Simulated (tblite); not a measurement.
Pyrimidine, C₄H₄N₂.
SMILES: `c1cncnc1`

Method: GFN2-xTB as coded in tblite; computed harmonic values from a numerical Hessian at the method's own geometry, unscaled. Errors from tens to a few hundred cm⁻¹ against measured bands are possible.

Harmonic wavenumbers (cm⁻¹): 285.0, 355.8, 601.1, 641.6, 702.2, 769.6, 908.8, 932.9, 934.1, 1016.1, 1095.0, 1096.2, 1143.4, 1194.2, 1229.5, 1265.0, 1377.4, 1421.2, 1559.0, 1566.0, 3048.0, 3049.9, 3060.6, 3103.3.

A = 6367, B = 6198, C = 3141 MHz; mass 80.037 u (most abundant isotopes); point group C2v, symmetry number 2.

Q: What is the zero-point energy?

A: ½Σν̃ = 16178 cm⁻¹ = 46.26 kcal/mol.

Q: Entropy at 400 K, 1 bar (ideal gas, RRHO, classical rotation)?

A: Translation 40.54, rotation 24.86, vibration 8.67: S = 74.1 cal/(mol K).

Q: And Cp and H(400 K) − H(0)?

A: Cp = 24.12 cal/(mol K), of which vibrations give 16.17 (their classical limit is 24 R = 47.7); H(400 K) − H(0) = 5.54 kcal/mol without the zero-point energy, 2.36 from vibrations.

Q: Which modes carry the vibrational entropy at 400 K?

A: 285.0 cm⁻¹: 2.02; 355.8 cm⁻¹: 1.63; 601.1 cm⁻¹: 0.80; 641.6 cm⁻¹: 0.71; 702.2 cm⁻¹: 0.60; 769.6 cm⁻¹: 0.50 cal/(mol K); the other 18 give 2.41 together.

Q: How do the functions run with temperature in this model?

A: 
```
 T (K)  S (cal/(mol K))  Cp (cal/(mol K))  H − H(0) (kcal/mol)  G − H(0) (kcal/mol)  ln q(vib)
    50             48.9               8.0                 0.40                -2.05       0.00
   100             54.6               8.9                 0.82                -4.65       0.02
298.15             67.9              18.2                 3.38               -16.86       0.72
373.15             72.5              22.6                 4.91               -22.12       1.20
   500             80.0              29.1                 8.21               -31.80       2.20
   750             93.6              37.7                16.67               -53.54       4.50
  1000            105.2              42.9                26.80               -78.44       6.89
```

q(vib) and H(0) count from the zero-point level.

Q: What must be added to the electronic energy to get the Gibbs energy at 400 K and 1 bar?

A: ZPE + [H(400 K) − H(0)] − T·S = 46.26 + 5.54 − 29.63 = 22.17 kcal/mol.

Hindered rotation and anharmonicity are outside this model.

Hardware: an x86-64 server with one thread (shared host). The figure is for the frequency step alone.
